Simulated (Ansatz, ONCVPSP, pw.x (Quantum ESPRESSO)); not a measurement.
B (sc): variants of one ONCV potential in the solid

* Element: boron (B)
* Generator: ONCVPSP 4.0.1.1 (patched build)
* Type: optimised norm-conserving Vanderbilt (ONCV)
* Functional: PBEsol
* Relativity: scalar-relativistic
* Frozen core: [He]
* Valence charge: 3
* Reference configuration: 2s2 2p1
* Partial waves: 2s: rc 1.70 bohr, ncon 4, nbas 9, qcut 3.7 1/bohr, local; 2p: rc 2.40 bohr, ncon 3, nbas 6, qcut 6.2 1/bohr, 2 projectors, debl 1.9 Ha; d scattering state at 0.03 Ha: rc 2.15 bohr, ncon 3, nbas 7, qcut 4.4 1/bohr, 3 projectors, debl 1.9 Ha
* Local potential: the s channel
* Core correction: Teter function, fcfact 4.75, rcfact 1.4

Crystal test: sc B in pw.x 7.5, no spin, 17³ k-points, Fermi–Dirac smearing 0.01 Ry, cutoffs set for each file from its atomic test. The reference is all-electron LAPW (Ansatz 0.2.0) with the same functional, mesh and smearing; V0 and B0 come from Birch–Murnaghan fits to the pressures at five volumes. Errors are pseudo minus all-electron; Δ is the rms difference of the E(V) curves that follow from these fits, minima aligned, over ±6 % about the mean V0. Mesh and smearing are coarse, so the numbers serve the comparison and aren't converged zero-temperature values; the lattice is a test structure that the element need not adopt.

All-electron: a0 = 1.878 Å (V0 = 6.62 Å³/atom), B0 = 241.4 GPa.

Base: The largest radius (2.40 bohr) exceeds half the bond length (1.78 bohr), so the spheres overlap, which is one possible source of error among others. This is a poor potential for the solid.

1 further variants are left out: they gave no file fit for a test, a broken result, the same result as the base, or pressures whose basis-set error rivals the error shown.

A dash in a converged row means that the minimum lies outside the volumes sampled.

```
     change  cutoffs (Ry)       pw.x  a0 (Å)  a0 error (%)  B0 error (%)  Δ (meV/atom)  mean pressure error (GPa)
       base       160/640  converged   1.849         -1.53          +1.0          15.9                     -10.35
s: qcut 3.4       170/680  converged       –             –             –             –                     -10.99
s: qcut 3.9       130/520  converged   1.851         -1.45          +0.8          15.1                      -9.84
s: qcut 4.5        50/200  converged   1.854         -1.26          +0.4          13.1                      -8.58
```

(1) Give the row for: s: qcut 5.5.

Answers

(1) pw.x: converged; mean pressure error (GPa): -7.21; a0 (Å): 1.858; a0 error (%): -1.05; B0 error (%): +0.0; Δ (meV/atom): 11.0.
